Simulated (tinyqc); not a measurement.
Worked calculation: MP2 on RHF in the sto-3g basis, for H2F+, spin multiplicity 1. Computed by tinyqc, a small Python program that keeps every step (integrals from PySCF). Settings: charge = 1, multiplicity = 1, basis = sto-3g, method = RHF, energy threshold = 1e-10, iteration cap = 81, orthogonalisation = canonical, start = atomic densities, DIIS depth = 6. Command: `OMP_NUM_THREADS=1 python tinyqc.py 22790 22791 out.jsonl` (the two numbers bound the seeds that draw the settings). One thread of a shared host (Intel(R) Xeon(R) Processor @ 2.60GHz), about 0.1 s of CPU time with the checks. The early iterations of the SCF are left out here.

## One-electron integrals

Geometry (angstrom):
```
atom        x         y        z
F     0.00000   0.00000  0.00000
H     0.00000   0.78900  0.41500
H     0.00000  -0.78900  0.41500
```

Basis sto-3g: exponents (1/bohr^2) and contraction coefficients of normalised primitives:
```
element  l (shell)   exponent  coefficient
F            s (1)  166.67913      0.15433
F            s (1)   30.36081      0.53533
F            s (1)    8.21682      0.44463
F            s (2)    6.46480     -0.09997
F            s (2)    1.50228      0.39951
F            s (2)    0.48859      0.70012
F            p (3)    6.46480      0.15592
F            p (3)    1.50228      0.60768
F            p (3)    0.48859      0.39196
H            s (1)    3.42525      0.15433
H            s (1)    0.62391      0.53533
H            s (1)    0.16886      0.44463
```

Overlap, kinetic and nuclear-attraction integrals over the contracted functions; the nuclear repulsion is the sum of Za Zb / Rab.

nuclear repulsion = 11.0199762 hartree

overlap S, lower triangle:
```
          1F 1s    1F 2s   1F 2px    1F 2py   1F 2pz    2H 1s    3H 1s
1F 1s   1.00000
1F 2s   0.23799  1.00000
1F 2px  0.00000  0.00000  1.00000
1F 2py  0.00000  0.00000  0.00000   1.00000
1F 2pz  0.00000  0.00000  0.00000   0.00000  1.00000
2H 1s   0.05256  0.46617  0.00000   0.31675  0.16660  1.00000
3H 1s   0.05256  0.46617  0.00000  -0.31675  0.16660  0.22937  1.00000
```

kinetic energy T (hartree), lower triangle:
```
           1F 1s    1F 2s   1F 2px    1F 2py   1F 2pz    2H 1s    3H 1s
1F 1s   36.98458
1F 2s   -0.21286  1.03800
1F 2px   0.00000  0.00000  3.24801
1F 2py   0.00000  0.00000  0.00000   3.24801
1F 2pz   0.00000  0.00000  0.00000   0.00000  3.24801
2H 1s    0.00229  0.14283  0.00000   0.26138  0.13748  0.76003
3H 1s    0.00229  0.14283  0.00000  -0.26138  0.13748  0.00381  0.76003
```

nuclear attraction V (hartree), lower triangle:
```
            1F 1s      1F 2s     1F 2px     1F 2py     1F 2pz     2H 1s     3H 1s
1F 1s   -78.19676
1F 2s    -9.45935  -12.71718
1F 2px    0.00000    0.00000  -12.54038
1F 2py    0.00000    0.00000    0.00000  -12.73651
1F 2pz   -0.01483   -0.17597    0.00000    0.00000  -12.59464
2H 1s    -2.15387   -4.64585    0.00000   -2.76792   -1.50863  -6.65198
3H 1s    -2.15387   -4.64585    0.00000    2.76792   -1.50863  -1.74198  -6.65198
```

core Hamiltonian H = T + V (hartree), lower triangle:
```
            1F 1s      1F 2s    1F 2px    1F 2py    1F 2pz     2H 1s     3H 1s
1F 1s   -41.21218
1F 2s    -9.67220  -11.67919
1F 2px    0.00000    0.00000  -9.29236
1F 2py    0.00000    0.00000   0.00000  -9.48849
1F 2pz   -0.01483   -0.17597   0.00000   0.00000  -9.34662
2H 1s    -2.15158   -4.50301   0.00000  -2.50654  -1.37115  -5.89195
3H 1s    -2.15158   -4.50301   0.00000   2.50654  -1.37115  -1.73817  -5.89195
```

## Two-electron integrals

Functions are numbered as in S; the eight-fold symmetry (ij|kl) = (ji|kl) = (kl|ij) leaves the list below.

Two-electron integrals (ij|kl) in chemists' order, unique and non-zero (hartree):
```
(11|11) 5.40350    (21|11) 0.84192    (21|21) 0.15630    (22|11) 1.26803
(22|21) 0.29234    (22|22) 0.92617    (31|31) 0.02800    (32|31) 0.04317
(32|32) 0.20459    (33|11) 1.26450    (33|21) 0.29240    (33|22) 0.92596
(33|33) 0.99751    (41|41) 0.02800    (42|41) 0.04317    (42|42) 0.20459
(43|43) 0.05377    (44|11) 1.26450    (44|21) 0.29240    (44|22) 0.92596
(44|33) 0.88997    (44|44) 0.99751    (51|51) 0.02800    (52|51) 0.04317
(52|52) 0.20459    (53|53) 0.05377    (54|54) 0.05377    (55|11) 1.26450
(55|21) 0.29240    (55|22) 0.92596    (55|33) 0.88997    (55|44) 0.88997
(55|55) 0.99751    (61|11) 0.18923    (61|21) 0.03480    (61|22) 0.06456
(61|33) 0.06447    (61|41) 0.00125    (61|42) 0.00232    (61|44) 0.06469
(61|51) 0.00066    (61|52) 0.00122    (61|54) 0.00012    (61|55) 0.06453
(61|61) 0.00783    (62|11) 0.44361    (62|21) 0.10349    (62|22) 0.36174
(62|33) 0.35671    (62|41) 0.00617    (62|42) 0.04667    (62|44) 0.36827
(62|51) 0.00324    (62|52) 0.02455    (62|54) 0.00608    (62|55) 0.35991
(62|61) 0.02332    (62|62) 0.16879    (63|31) 0.01126    (63|32) 0.06509
(63|43) 0.01000    (63|53) 0.00526    (63|63) 0.02601    (64|11) 0.25308
(64|21) 0.05985    (64|22) 0.22410    (64|33) 0.21427    (64|41) 0.01441
(64|42) 0.09290    (64|44) 0.24150    (64|51) 0.00166    (64|52) 0.01463
(64|54) 0.00906    (64|55) 0.21627    (64|61) 0.01409    (64|62) 0.12813
(64|64) 0.12265    (65|11) 0.13312    (65|21) 0.03148    (65|22) 0.11787
(65|33) 0.11270    (65|41) 0.00166    (65|42) 0.01463    (65|44) 0.11651
(65|51) 0.01213    (65|52) 0.07279    (65|54) 0.01200    (65|55) 0.12427
(65|61) 0.00741    (65|62) 0.06739    (65|64) 0.05083    (65|65) 0.05275
(66|11) 0.56486    (66|21) 0.13395    (66|22) 0.53682    (66|33) 0.51787
(66|41) 0.01086    (66|42) 0.11278    (66|44) 0.56190    (66|51) 0.00571
(66|52) 0.05932    (66|54) 0.02316    (66|55) 0.53005    (66|61) 0.03042
(66|62) 0.30888    (66|64) 0.27235    (66|65) 0.14325    (66|66) 0.77461
(71|11) 0.18923    (71|21) 0.03480    (71|22) 0.06456    (71|33) 0.06447
(71|41) -0.00125   (71|42) -0.00232   (71|44) 0.06469    (71|51) 0.00066
(71|52) 0.00122    (71|54) -0.00012   (71|55) 0.06453    (71|61) 0.00771
(71|62) 0.02260    (71|64) 0.01247    (71|65) 0.00719    (71|66) 0.02912
(71|71) 0.00783    (72|11) 0.44361    (72|21) 0.10349    (72|22) 0.36174
(72|33) 0.35671    (72|41) -0.00617   (72|42) -0.04667   (72|44) 0.36827
(72|51) 0.00324    (72|52) 0.02455    (72|54) -0.00608   (72|55) 0.35991
(72|61) 0.02260    (72|62) 0.13812    (72|64) 0.07170    (72|65) 0.05342
(72|66) 0.20786    (72|71) 0.02332    (72|72) 0.16879    (73|31) 0.01126
(73|32) 0.06509    (73|43) -0.01000   (73|53) 0.00526    (73|63) 0.02060
(73|73) 0.02601    (74|11) -0.25308   (74|21) -0.05985   (74|22) -0.22410
(74|33) -0.21427   (74|41) 0.01441    (74|42) 0.09290    (74|44) -0.24150
(74|51) -0.00166   (74|52) -0.01463   (74|54) 0.00906    (74|55) -0.21627
(74|61) -0.01247   (74|62) -0.07170   (74|64) -0.01692   (74|65) -0.02710
(74|66) -0.09486   (74|71) -0.01409   (74|72) -0.12813   (74|74) 0.12265
(75|11) 0.13312    (75|21) 0.03148    (75|22) 0.11787    (75|33) 0.11270
(75|41) -0.00166   (75|42) -0.01463   (75|44) 0.11651    (75|51) 0.01213
(75|52) 0.07279    (75|54) -0.01200   (75|55) 0.12427    (75|61) 0.00719
(75|62) 0.05342    (75|64) 0.02710    (75|65) 0.04100    (75|66) 0.08907
(75|71) 0.00741    (75|72) 0.06739    (75|74) -0.05083   (75|75) 0.05275
(76|11) 0.16062    (76|21) 0.03778    (76|22) 0.14245    (76|33) 0.14021
(76|44) 0.14333    (76|51) 0.00195    (76|52) 0.01736    (76|55) 0.14366
(76|61) 0.00840    (76|62) 0.06451    (76|64) 0.04250    (76|65) 0.02935
(76|66) 0.12031    (76|71) 0.00840    (76|72) 0.06451    (76|74) -0.04250
(76|75) 0.02935    (76|76) 0.02936    (77|11) 0.56486    (77|21) 0.13395
(77|22) 0.53682    (77|33) 0.51787    (77|41) -0.01086   (77|42) -0.11278
(77|44) 0.56190    (77|51) 0.00571    (77|52) 0.05932    (77|54) -0.02316
(77|55) 0.53005    (77|61) 0.02912    (77|62) 0.20786    (77|64) 0.09486
(77|65) 0.08907    (77|66) 0.33025    (77|71) 0.03042    (77|72) 0.30888
(77|74) -0.27235   (77|75) 0.14325    (77|76) 0.12031    (77|77) 0.77461
```

## Orthogonalisation

S = U s U^T; canonical form X = U s^(-1/2), so that X^T S X = 1. Each column of U has its largest component positive (the first on a tie).

eigenvalues of S: 0.37940  0.42292  0.91209  1.00000  1.06611  1.34771  1.87177

X:
```
               1         2         3        4         5         6        7
1F 1s   -0.33454   0.00000   0.75222  0.00000  -0.60378   0.00000  0.16795
1F 2s    1.18222   0.00000  -0.20143  0.00000  -0.22863   0.00000  0.44879
1F 2px   0.00000   0.00000   0.00000  1.00000   0.00000   0.00000  0.00000
1F 2py   0.00000   0.94288   0.00000  0.00000   0.00000   0.68045  0.00000
1F 2pz   0.37666   0.00000   0.65582  0.00000   0.69508   0.00000  0.14401
2H 1s   -0.70154  -0.85892  -0.17302  0.00000   0.13791   0.37349  0.37676
3H 1s   -0.70154   0.85892  -0.17302  0.00000   0.13791  -0.37349  0.37676
```

## Starting guess

The start is atomic minimal-basis densities projected into this basis (PySCF's MINAO start) and scaled to the electron count of each spin; this density is not idempotent, so its energy is not variational and may lie below the converged one.

D at the start, lower triangle:
```
           1F 1s     1F 2s   1F 2px    1F 2py   1F 2pz    2H 1s    3H 1s
1F 1s    1.95471
1F 2s   -0.45002   1.91192
1F 2px   0.00000   0.00000  1.48485
1F 2py   0.00000   0.00000  0.00000   1.26792
1F 2pz   0.01323  -0.07670  0.00000   0.00000  1.43720
2H 1s   -0.01291   0.02262  0.00000   0.15740  0.05573  0.92908
3H 1s   -0.01291   0.02262  0.00000  -0.15740  0.05573  0.05107  0.92908
```

## Iteration 8 (converged): orbitals

converged F (hartree), lower triangle:
```
            1F 1s     1F 2s    1F 2px    1F 2py    1F 2pz     2H 1s     3H 1s
1F 1s   -26.63675
1F 2s    -6.79649  -3.69569
1F 2px    0.00000   0.00000  -1.07592
1F 2py    0.00000   0.00000   0.00000  -1.10664
1F 2pz   -0.02350  -0.13326   0.00000   0.00000  -1.07702
2H 1s    -1.52097  -1.46625   0.00000  -0.62841  -0.39323  -1.01853
3H 1s    -1.52097  -1.46625   0.00000   0.62841  -0.39323  -0.49576  -1.01853
```

Diagonalise F' = X^T F X, C = X C', fill 5 alpha and 5 beta electrons from the bottom; D = 2 C_occ C_occ^T. Each column has its largest component positive (the first on a tie).

F' = X^T F X (hartree), lower triangle:
```
          1         2          3         4          5         6         7
1  -0.67435
2   0.00000   0.28050
3   2.38038   0.00000  -12.93837
4   0.00000   0.00000    0.00000  -1.07592
5  -1.87996   0.00000   11.24237   0.00000  -11.75512
6   0.00000  -0.08264    0.00000   0.00000    0.00000  -1.29705
7   0.22996   0.00000   -5.53849   0.00000    5.35088   0.00000  -4.45282
```

orbital energies (hartree): MO1 -26.64683, MO2 -2.11986, MO3 -1.30136, MO4 -1.10402, MO5 -1.07592, MO6 0.05005, MO7 0.28482

coefficients C:
```
             MO1       MO2       MO3       MO4      MO5       MO6       MO7
1F 1s    0.99447  -0.24796   0.00000   0.06440  0.00000  -0.12608   0.00000
1F 2s    0.02464   0.92561   0.00000  -0.32625  0.00000   0.85330   0.00000
1F 2px   0.00000   0.00000   0.00000   0.00000  1.00000   0.00000   0.00000
1F 2py   0.00000   0.00000   0.72872   0.00000  0.00000   0.00000   0.90610
1F 2pz   0.00267   0.11957   0.00000   0.91371  0.00000   0.47610   0.00000
2H 1s   -0.00515   0.08954   0.32817   0.15919  0.00000  -0.80602  -0.87724
3H 1s   -0.00515   0.08954  -0.32817   0.15919  0.00000  -0.80602   0.87724
```

D after iteration 8, lower triangle:
```
           1F 1s     1F 2s   1F 2px    1F 2py   1F 2pz     2H 1s    3H 1s
1F 1s    2.10922
1F 2s   -0.45203   1.92758
1F 2px   0.00000   0.00000  2.00000
1F 2py   0.00000   0.00000  0.00000   1.06206
1F 2pz   0.06371  -0.37470  0.00000   0.00000  1.69833
2H 1s   -0.03415   0.06163  0.00000   0.47828  0.31230   0.28216
3H 1s   -0.03415   0.06163  0.00000  -0.47828  0.31230  -0.14861  0.28216
```

## Convergence

Stop when the energy changes by less than 1e-10 hartree and every element of the error matrix X^T (F D S - S D F) X is below 3e-06.

Course of the cycle:
```
iteration  E (hartree)     change  largest element of the error matrix
1          -94.3292786          -                             1.62e+00
2          -98.7803396  -4.45e+00                             3.77e-01
3          -98.8434661  -6.31e-02                             3.07e-02
4          -98.8440767  -6.11e-04                             6.40e-03
5          -98.8440990  -2.23e-05                             2.80e-04
6          -98.8440991  -1.21e-07                             8.01e-05
7          -98.8440991  -1.01e-08                             5.14e-07
8          -98.8440991  -2.42e-13                             5.28e-09
```

PySCF RHF in the same basis = -98.8440991 hartree

Converged in 8 iterations.

## Populations, bond orders and dipole

Mulliken: Z minus the diagonal of D S on the atom; Loewdin: the same with S^(1/2) D S^(1/2); Mayer order: 2 sum_s sum (D(s) S)_ij (D(s) S)_ji over the two atoms.

Charges (e):
```
atom  Mulliken  Loewdin
1F    -0.04295  0.17194
2H     0.52147  0.41403
3H     0.52147  0.41403
```

Mayer bond orders:
```
pair    order
2-1   0.70360
3-1   0.70360
3-2   0.02447
```

dipole moment about the origin, x y z (debye): 0.00000  0.00000  2.42393

## Integrals over molecular orbitals

(pq|rs) = sum C_ip C_jq C_kr C_ls (ij|kl), one index at a time.

one-electron integrals over orbitals h = C^T H C (hartree), lower triangle:
```
           1         2         3         4         5         6         7
1  -41.19325
2    0.68870  -9.75465
3    0.00000   0.00000  -8.33100
4   -0.16899   0.25308   0.00000  -9.04481
5    0.00000   0.00000   0.00000   0.00000  -9.29236
6    0.33695  -1.49501   0.00000  -1.02997   0.00000  -5.63337
7    0.00000   0.00000  -2.15959   0.00000   0.00000   0.00000  -6.21379
```

Two-electron integrals over orbitals (pq|rs), unique and non-zero (hartree):
```
(11|11) 5.36048    (21|11) -0.49890   (21|21) 0.07391    (22|11) 1.19706
(22|21) -0.01844   (22|22) 0.85831    (31|31) 0.01708    (32|31) 0.02593
(32|32) 0.16531    (33|11) 1.00035    (33|21) -0.00790   (33|22) 0.77011
(33|33) 0.76021    (41|11) 0.12888    (41|21) -0.01558   (41|22) 0.01514
(41|33) 0.00486    (41|41) 0.03008    (42|11) -0.07286   (42|21) 0.00822
(42|22) 0.01892    (42|33) -0.00170   (42|41) 0.03198    (42|42) 0.16119
(43|31) -0.00378   (43|32) 0.00300    (43|43) 0.04570    (44|11) 1.20694
(44|21) -0.01547   (44|22) 0.83356    (44|33) 0.73903    (44|41) -0.01220
(44|42) -0.08863   (44|44) 0.95206    (51|51) 0.02967    (52|51) 0.03891
(52|52) 0.17951    (53|53) 0.03928    (54|51) -0.00949   (54|52) -0.03328
(54|54) 0.05733    (55|11) 1.26399    (55|21) -0.01391   (55|22) 0.87747
(55|33) 0.75891    (55|41) 0.00363    (55|42) -0.04006   (55|44) 0.86198
(55|55) 0.99751    (61|11) -0.25554   (61|21) 0.03955    (61|22) -0.00582
(61|33) -0.00336   (61|41) 0.00211    (61|42) 0.01689    (61|44) -0.01394
(61|55) -0.00687   (61|61) 0.02525    (62|11) 0.32388    (62|21) -0.00895
(62|22) 0.15287    (62|33) 0.09451    (62|41) 0.01602    (62|42) 0.03254
(62|44) 0.12898    (62|55) 0.16500    (62|61) 0.00070    (62|62) 0.08141
(63|31) 0.00417    (63|32) -0.03320   (63|43) -0.01415   (63|63) 0.07016
(64|11) 0.19856    (64|21) -0.00153   (64|22) 0.10563    (64|33) 0.06189
(64|41) 0.00969    (64|42) 0.01516    (64|44) 0.11079    (64|55) 0.10464
(64|61) 0.00280    (64|62) 0.05665    (64|64) 0.04894    (65|51) 0.01651
(65|52) 0.06112    (65|54) 0.00175    (65|65) 0.03030    (66|11) 0.70924
(66|21) -0.00582   (66|22) 0.58598    (66|33) 0.57130    (66|41) 0.01679
(66|42) 0.06712    (66|44) 0.54317    (66|55) 0.56004    (66|61) 0.00289
(66|62) 0.05110    (66|64) 0.02821    (66|66) 0.54707    (71|31) 0.01850
(71|32) 0.02650    (71|43) -0.00423   (71|63) 0.00421    (71|71) 0.02008
(72|31) 0.01722    (72|32) 0.05760    (72|43) -0.02320   (72|63) 0.03082
(72|71) 0.01779    (72|72) 0.05487    (73|11) 0.42880    (73|21) -0.00904
(73|22) 0.19493    (73|33) 0.15970    (73|41) -0.00140   (73|42) -0.05230
(73|44) 0.21211    (73|55) 0.22368    (73|61) -0.00604   (73|62) 0.08035
(73|64) 0.05938    (73|66) 0.02327    (73|73) 0.15540    (74|31) -0.00786
(74|32) -0.05477   (74|43) 0.01751    (74|63) 0.03310    (74|71) -0.00840
(74|72) -0.01228   (74|74) 0.04323    (75|53) 0.02555    (75|75) 0.02069
(76|31) 0.01208    (76|32) 0.10939    (76|43) 0.03382    (76|63) -0.08403
(76|71) 0.01268    (76|72) -0.00618   (76|74) -0.05111   (76|76) 0.16021
(77|11) 0.85533    (77|21) -0.00909   (77|22) 0.64092    (77|33) 0.64491
(77|41) 0.00311    (77|42) 0.00472    (77|44) 0.62464    (77|55) 0.63064
(77|61) -0.00427   (77|62) 0.05504    (77|64) 0.02798    (77|66) 0.54854
(77|73) 0.08489    (77|77) 0.60204
```

## Second-order Moller-Plesset energy

Hartree-Fock energy = -98.8440991 hartree

E2 = sum_ijab (ia|jb) [2 (ia|jb) - (ib|ja)] / (e_i + e_j - e_a - e_b) over occupied i, j and virtual a, b; the opposite-spin part is (ia|jb)^2 / denominator, the rest is same-spin, and SCS-MP2 scales them by 6/5 and 1/3.

Terms:
```
i  j  a  b   (ia|jb)   (ib|ja)  denominator       term
3  3  7  7   0.15540   0.15540     -3.17237   -0.00761
3  2  7  6   0.08035   0.03082     -3.75609   -0.00278
2  3  6  7   0.08035   0.03082     -3.75609   -0.00278
3  4  7  6   0.05938   0.03310     -2.74026   -0.00186
4  3  6  7   0.05938   0.03310     -2.74026   -0.00186
3  3  6  6   0.07016   0.07016     -2.70283   -0.00182
2  2  6  6   0.08141   0.08141     -4.33981   -0.00153
4  4  6  6   0.04894   0.04894     -2.30814   -0.00104
2  4  6  6   0.05665   0.05665     -3.32398   -0.00097
4  2  6  6   0.05665   0.05665     -3.32398   -0.00097
4  4  7  7   0.04323   0.04323     -2.77769   -0.00067
2  2  7  7   0.05487   0.05487     -4.80936   -0.00063
5  5  6  6   0.03030   0.03030     -2.25194   -0.00041
5  5  7  7   0.02069   0.02069     -2.72149   -0.00016
3  2  6  7   0.03082   0.08035     -3.75609    0.00015
2  3  7  6   0.03082   0.08035     -3.75609    0.00015
4  3  7  6   0.03310   0.05938     -2.74026   -0.00008
3  4  6  7   0.03310   0.05938     -2.74026   -0.00008
4  2  7  7  -0.01228  -0.01228     -3.79353  -3.98e-05
2  4  7  7  -0.01228  -0.01228     -3.79353  -3.98e-05
1  1  6  6   0.02525   0.02525    -53.39376  -1.19e-05
2  1  7  7   0.01779   0.01779    -29.33633  -1.08e-05
1  2  7  7   0.01779   0.01779    -29.33633  -1.08e-05
1  1  7  7   0.02008   0.02008    -53.86331  -7.49e-06
3  1  7  6  -0.00604   0.00421    -28.28307  -3.48e-06
1  3  6  7  -0.00604   0.00421    -28.28307  -3.48e-06
4  1  7  7  -0.00840  -0.00840    -28.32050  -2.49e-06
1  4  7  7  -0.00840  -0.00840    -28.32050  -2.49e-06
3  1  6  7   0.00421  -0.00604    -28.28307  -2.15e-06
1  3  7  6   0.00421  -0.00604    -28.28307  -2.15e-06
4  1  6  6   0.00280   0.00280    -27.85095  -2.82e-07
1  4  6  6   0.00280   0.00280    -27.85095  -2.82e-07
1  2  6  6   0.00070   0.00070    -28.86679  -1.68e-08
2  1  6  6   0.00070   0.00070    -28.86679  -1.68e-08
```

Pair energies (hartree; pair i-j sums ij and ji):
```
pair  opposite spin  same spin
1-1       -1.94e-05    0.00000
2-1       -2.16e-05    0.00000
2-2        -0.00215    0.00000
3-1       -3.83e-06  -7.43e-06
3-2        -0.00394   -0.00131
3-3        -0.00943    0.00000
4-1       -5.54e-06    0.00000
4-2        -0.00201    0.00000
4-3        -0.00337   -0.00050
4-4        -0.00171    0.00000
5-5        -0.00056    0.00000
```

MP2 correlation energy = -0.0250569 hartree

SCS-MP2 correlation energy = -0.0284928 hartree

MP2 total energy = -98.8691560 hartree
